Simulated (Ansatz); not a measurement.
What does this script print? It uses Ansatz's Python interface.

The script, `c2h5b.py`:
```python
from dataclasses import dataclass
import warnings

import ansatz
import numpy as np


@dataclass
class Settings:
    basis_set: str = "def2-SVP"
    functional: str = "b3lyp"


settings = Settings()

warnings.simplefilter("ignore", ansatz.DeckWarning)

geometry_ang = [
    ("B", [1.4231, -0.1413, 0.2237]),
    ("C", [-0.008, -0.1511, 0.9199]),
    ("C", [-1.1191, 0.0974, -0.0886]),
    ("H", [1.6782, -0.9275, -0.6205]),
    ("H", [2.2359, 0.6469, 0.5595]),
    ("H", [-0.9903, 1.0899, -0.5712]),
    ("H", [-1.1257, -0.699, -0.8633]),
    ("H", [-2.094, 0.0847, 0.4405]),
]
molecule = ansatz.Crystal.molecule()
for symbol, xyz in geometry_ang:
    molecule = molecule.atom(symbol, xyz)

job = (
    molecule.calculation()
    .basis(gaussian=settings.basis_set)
    .functional(settings.functional)
    .spin("collinear", total=2)
)
symbols = [site.symbol for site in molecule.cartesian_sites]
start = np.array([site.position_ang for site in molecule.cartesian_sites], dtype=float)
data = job.relax(force_tolerance=0.01).run().report
end = np.array(data["positions_ang"])
print("final positions (A) and the move of each atom")
for symbol, xyz, old in zip(symbols, end, start):
    print(f"{symbol:2s} {xyz[0]:10.5f} {xyz[1]:10.5f} {xyz[2]:10.5f}   {np.linalg.norm(xyz - old):7.4f}")

minimum = ansatz.Crystal.molecule()
for symbol, place in zip(symbols, end):
    minimum = minimum.atom(symbol, place.tolist())
at_minimum = minimum.calculation().spin("collinear", total=2)
level = lambda method, basis: at_minimum.basis(gaussian=basis).correlation(method).run().report
small, large, cluster = level("mp2", "cc-pVDZ"), level("mp2", "cc-pVTZ"), level("ccsd_t", "cc-pVDZ")
corr = lambda each: (each["free_energy_ev"] - each["reference_energy_ev"]) / 27.211386246
mp2_limit = (27 * corr(large) - 8 * corr(small)) / 19
pieces = {"HF / cc-pVTZ": large["reference_energy_ev"] / 27.211386246, "MP2 correlation, DZ-TZ limit": mp2_limit, "CCSD(T) - MP2 / cc-pVDZ": corr(cluster) - corr(small)}
for name, value in pieces.items():
    print(f"{name:32s} {value:14.6f} Ha")
print(f"{'sum':32s} {sum(pieces.values()):14.6f} Ha")
print("T1 diagnostic", round(cluster["correlation"]["coupled_cluster"]["t1_diagnostic"], 4))
```

```console
$ python c2h5b.py
final positions (A) and the move of each atom
B     1.57697   -0.13184    0.25011    0.1564
C     0.14459    0.30989    0.32474    0.7681
C    -1.22045    0.14288   -0.15548    0.1297
H     1.89478   -1.02828   -0.50787    0.2641
H     2.43199    0.38408    0.93141    0.4958
H    -1.60280    1.08075   -0.60343    0.6134
H    -1.31564   -0.65846   -0.91671    0.2014
H    -1.90933   -0.09903    0.67725    0.3520
HF / cc-pVTZ                        -103.269978 Ha
MP2 correlation, DZ-TZ limit          -0.415873 Ha
CCSD(T) - MP2 / cc-pVDZ               -0.059026 Ha
sum                                 -103.744877 Ha
T1 diagnostic 0.0167
```

Caveats:
- Total energies depend on the basis set; only differences at equal settings carry meaning.
- The sum leaves out core correlation, relativity, the Hartree-Fock basis error and zero-point energy; a DZ-TZ extrapolation is rough.
- The run takes the species as open-shell (spin multiplicity 3), which needn't be its ground state.
- b3lyp holds the VWN-RPA fit, as in Gaussian; the form of ORCA and Turbomole is b3lyp5.
- Inner cores stay frozen, so this is valence correlation.
- Hardware and time: 37 s on 1 thread of Arm Neoverse V1, on a shared host, peak memory 0.36 GiB.
